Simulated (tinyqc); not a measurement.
Extended Hueckel theory, for H2O+, step by step. The parameters take no account of the charge, which enters only through the electron count. Computed by tinyqc, a small Python program that keeps every step (integrals from PySCF). Settings: charge = 1, K = 1.75, multiplicity = 2. Command: `OMP_NUM_THREADS=1 python tinyqc.py 20314 20315 out.jsonl` (the two numbers bound the seeds that draw the settings). One thread of a shared host (Intel(R) Xeon(R) Processor @ 2.60GHz), about 0.01 s of CPU time with the checks.

## Overlaps

Geometry (angstrom):

| atom | x | y | z |
|---|---|---|---|
| O | 0.000000 | 0.000000 | 0.000000 |
| H | 0.000000 | 0.728000 | 0.515000 |
| H | 0.000000 | -0.728000 | 0.515000 |

Parameters chosen for this run:

| element | shell | Slater exponent | H_ii (eV) |
|---|---|---|---|
| H | 1s | 1.300000 | -13.600000 |
| O | 2s | 2.275000 | -32.300000 |
| O | 2p | 2.275000 | -14.800000 |

Slater orbitals, each expanded in six Gaussians scaled to its exponent.

overlap S, lower triangle:
```
           1O 2s    1O 2px     1O 2py    1O 2pz     2H 1s     3H 1s
1O 2s   1.000000
1O 2px  0.000000  1.000000
1O 2py  0.000000  0.000000   1.000000
1O 2pz  0.000000  0.000000   0.000000  1.000000
2H 1s   0.505765  0.000000   0.340399  0.240804  1.000000
3H 1s   0.505765  0.000000  -0.340399  0.240804  0.247240  1.000000
```

## Wolfsberg-Helmholz matrix

diagonal H_ii (eV): 1O 2s -32.300000, 1O 2px -14.800000, 1O 2py -14.800000, 1O 2pz -14.800000, 2H 1s -13.600000, 3H 1s -13.600000

K = 1.750000

H_ij = K' S_ij (H_ii + H_jj)/2 for i != j (the diagonal keeps H_ii), with K' = 1.75.

H (eV), lower triangle:
```
             1O 2s      1O 2px      1O 2py      1O 2pz       2H 1s       3H 1s
1O 2s   -32.300000
1O 2px    0.000000  -14.800000
1O 2py    0.000000    0.000000  -14.800000
1O 2pz    0.000000    0.000000    0.000000  -14.800000
2H 1s   -20.312785    0.000000   -8.458914   -5.983984  -13.600000
3H 1s   -20.312785    0.000000    8.458914   -5.983984   -5.884302  -13.600000
```

## Orbitals

valence electrons = 7

Solve H C = S C e through S^(-1/2); fill by pairs from the bottom, a degenerate level sharing its electrons equally; each orbital has its largest coefficient positive (the first on a tie).

orbital energies (eV): -33.383501  -17.294598  -15.370686  -14.800000  3.208833  16.392008

occupations: 2.000000  2.000000  2.000000  1.000000  0.000000  0.000000

coefficients:
```
              MO1        MO2        MO3       MO4        MO5        MO6
1O 2s    0.851921   0.000000  -0.172910  0.000000   0.000000   1.034373
1O 2px   0.000000   0.000000   0.000000  1.000000   0.000000   0.000000
1O 2py   0.000000   0.704565   0.000000  0.000000   0.973847   0.000000
1O 2pz  -0.029770   0.000000   0.933786  0.000000   0.000000   0.560634
2H 1s    0.134612   0.341701   0.116728  0.000000  -0.918097  -0.880418
3H 1s    0.134612  -0.341701   0.116728  0.000000   0.918097  -0.880418
```

sum of one-electron energies = -146.897570 eV

## Mulliken analysis

P = C n C^T; charge = valence electrons (H 1, O 6) minus the sum of (P S)_ii on the atom; overlap population = 2 sum P_ij S_ij between two atoms.

charges: 1O 0.130050, 2H 0.434975, 3H 0.434975

Overlap populations:

| pair | value |
|---|---|
| 2-1 | 0.620104 |
| 3-1 | 0.620104 |
| 3-2 | -0.084075 |
